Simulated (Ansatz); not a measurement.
The input, for Ansatz 0.2.0:

```yaml
crystal:
  periodic: [false, false, false]
  atoms:
    - {symbol: Ga, position_ang: [0.000000, 0.000000, 0.000000]}
    - {symbol: H, position_ang: [0.000000, 0.000000, 1.724400]}
basis:
  gaussian: {orbitals: aug-cc-pVTZ}
total_charge: -1
magnetization: {spin_polarized: false, initial_magnetization: 3}
correlation: {method: ccsd_t, electrons: outside_noble_gas}
```

```sh
$ ansatz run in.yaml --threads 1 --pin off --events-out ev --progress --plain --max-ram 2816MiB --backend cpu
```

Log:

```
510 factors; integrals over basis functions are off by at most 1.3e-3 eV
mean field evaluation 1: about -52344.1791 eV, gradient 1.6e1 eV
mean field evaluation 2: about -52344.1901 eV, gradient 1.6e1 eV
mean field evaluation 4: about -52348.7331 eV, gradient 3.6e0 eV
mean field evaluation 8: about -52349.0520 eV, gradient 4.0e-1 eV
mean field evaluation 16: about -52349.0574 eV, gradient 5.9e-6 eV
mean field evaluation 32: about -52348.0952 eV, gradient 1.2e-1 eV
mean field evaluation 64: about -52348.1591 eV, gradient 5.3e-1 eV
mean field evaluation 96: about -52347.0546 eV, gradient 2.1e0 eV
mean field evaluation 128: about -52349.0555 eV, gradient 2.5e-1 eV
mean field evaluation 160: about -52348.0960 eV, gradient 1.5e-3 eV
...
mean field -52349.05741495 eV, -1923.7923765338 hartree, gradient 5.9e-6 eV, S^2 3.750000; 13 other end points of the search recorded, 0 dependent functions left out
...
determinant -52349.05741495 eV, -1923.7923765338 hartree, with singles and doubles -52351.02968430 eV, -1923.8648560957 hartree
determinant -52348.09604007 eV, -1923.7570466588 hartree, with singles and doubles -52349.91409157 eV, -1923.8238588191 hartree
determinant -52347.46543463 eV, -1923.7338723361 hartree, with singles and doubles -52349.28793345 eV, -1923.8008479326 hartree
determinant -52347.09935452 eV, -1923.7204191403 hartree, with singles and doubles -52348.88181812 eV, -1923.7859234694 hartree
determinant -52346.86672322 eV, -1923.7118700976 hartree, with singles and doubles -52348.77193557 eV, -1923.7818853601 hartree
determinant -52346.62140560 eV, -1923.7028548415 hartree, with singles and doubles -52348.52541232 eV, -1923.7728257977 hartree
determinant -52345.77668541 eV, -1923.6718119470 hartree, with singles and doubles -52347.64970626 eV, -1923.7406441939 hartree
determinant -52345.74509988 eV, -1923.6706512002 hartree, with singles and doubles -52347.67310868 eV, -1923.7415042169 hartree
14 core orbitals not correlated: weight in the atoms' cores, before any rotation towards them, 0.999 or more for the frozen orbitals, at most 0.000 for the correlated occupied ones
reference -52349.05741495 eV, -1923.7923765338 hartree; 4, 1 occupied and 64, 67 virtual orbitals, 510 factors
second order -1.48300414 eV of doubles, -0.01523443 eV of singles
cycle   1  -1.92051979 eV  change   -1.4e-1 eV  update   2.0e-2
cycle   2  -1.92867706 eV  change   -8.2e-3 eV  update   7.0e-3
cycle   3  -1.93319416 eV  change   -4.5e-3 eV  update   3.3e-3
cycle   4  -1.93584587 eV  change   -2.7e-3 eV  update   1.8e-3
cycle   5  -1.93696755 eV  change   -1.1e-3 eV  update   7.7e-4
cycle   6  -1.93718647 eV  change   -2.2e-4 eV  update   2.9e-4
cycle   7  -1.93728343 eV  change   -9.7e-5 eV  update   1.1e-4
cycle   8  -1.93729674 eV  change   -1.3e-5 eV  update   4.0e-5
cycle   9  -1.93729602 eV  change    7.2e-7 eV  update   1.6e-5
cycle  10  -1.93729706 eV  change   -1.0e-6 eV  update   5.2e-6
perturbative correction -0.07632075 eV, -0.0028047358 hartree
Total energy: -52351.07103275 eV, -1923.8663756232 hartree
```

Ran on 1 thread of AMD EPYC 7R13, shared host: 15 s wall, 0.27 GiB peak host memory.
